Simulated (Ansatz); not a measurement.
**SiO, singlet in cc-pVDZ: errors against RCCSDTQ**

Geometry: a PBE0/def2-TZVP stationary point for this spin.

```xyz
2

Si    0.0000    0.0000    0.0000
O     0.0000    0.0000    1.5088
```

Basis cc-pVDZ; Ansatz 0.2.0. Only valence electrons are correlated (noble-gas cores frozen), which leaves 10 electrons in 26 orbitals. Prefix R: restricted or restricted open-shell reference. Active spaces: valence = (10e, 8o) chosen from the atoms' valence shells.

Full CI isn't at hand for all of this; RCCSDTQ serves as the reference, and is uncertain by about the last step of the cluster series.

The UHF ⟨S²⟩ is 0.000. The T1 diagnostic (RCCSD) is 0.0303 and the largest doubles amplitude (RCCSD) is 0.071.

```json
{"level": "RHF", "E − E(RCCSDTQ) (kJ/mol)": "767.1", "share of correlation (%)": "0.00", "wall time": "–"}
{"level": "RMP2", "E − E(RCCSDTQ) (kJ/mol)": "50.7", "share of correlation (%)": "93.39", "wall time": "–"}
{"level": "CISD", "E − E(RCCSDTQ) (kJ/mol)": "91.3", "share of correlation (%)": "88.10", "wall time": "0.51 s"}
{"level": "RCCSD", "E − E(RCCSDTQ) (kJ/mol)": "35.5", "share of correlation (%)": "95.37", "wall time": "–"}
{"level": "RCCSD(T)", "E − E(RCCSDTQ) (kJ/mol)": "5.2", "share of correlation (%)": "99.33", "wall time": "0.39 s"}
{"level": "BCCD(T)", "E − E(RCCSDTQ) (kJ/mol)": "4.7", "share of correlation (%)": "99.38", "wall time": "0.3 s"}
{"level": "RCCSDT", "E − E(RCCSDTQ) (kJ/mol)": "3.5", "share of correlation (%)": "99.54", "wall time": "–"}
{"level": "RCCSDT(Q)", "E − E(RCCSDTQ) (kJ/mol)": "-1.0", "share of correlation (%)": "100.13", "wall time": "1.3 s"}
{"level": "CASSCF (valence space)", "E − E(RCCSDTQ) (kJ/mol)": "441.5", "share of correlation (%)": "42.44", "wall time": "–"}
{"level": "NEVPT2 (valence space)", "E − E(RCCSDTQ) (kJ/mol)": "109.5", "share of correlation (%)": "85.73", "wall time": "1.4 s"}
{"level": "MRCISD (valence space)", "E − E(RCCSDTQ) (kJ/mol)": "32.5", "share of correlation (%)": "95.76", "wall time": "–"}
{"level": "MRCISD+Q (valence space)", "E − E(RCCSDTQ) (kJ/mol)": "7.8", "share of correlation (%)": "98.98", "wall time": "2.2 s"}
```

The correlation energy at RCCSDTQ, counted from RHF, is -7.950 eV. That run took 35 s on 1 thread of Intel Xeon Platinum 8488C, shared host.

Times hold each run's SCF and search for its determinant on a shared host, so for small cases they say little of a method's own cost; they ran on 1 thread of Intel Xeon Platinum 8488C.

Natural occupations of CASSCF (valence space) about the gap: 1.998 1.996 1.974 1.952 1.952 0.050 0.050 0.027; effectively unpaired electrons, Σ n²(2−n)², 0.04.

Atomization energy (electronic, same basis, no zero-point term; atoms at the same level, unrestricted beside the R rows where the molecule is a closed shell, with restricted open-shell steps beyond CCSDT(Q)) at RCCSDTQ: 673.2 kJ/mol. Errors of other levels:

```
                   level  error (kJ/mol)
                     RHF          -285.5
                    RMP2            45.2
                    CISD           -78.6
                   RCCSD           -29.2
                RCCSD(T)            -3.5
                 BCCD(T)            -2.8
                  RCCSDT            -3.2
               RCCSDT(Q)             1.0
  CASSCF (valence space)            27.1
  NEVPT2 (valence space)            -6.8
  MRCISD (valence space)           -21.6
MRCISD+Q (valence space)           -13.7
```

This basis is far from its limit, so the value isn't to be set against a measured one. Truncated CI isn't size-consistent, which counts against it in atomization.
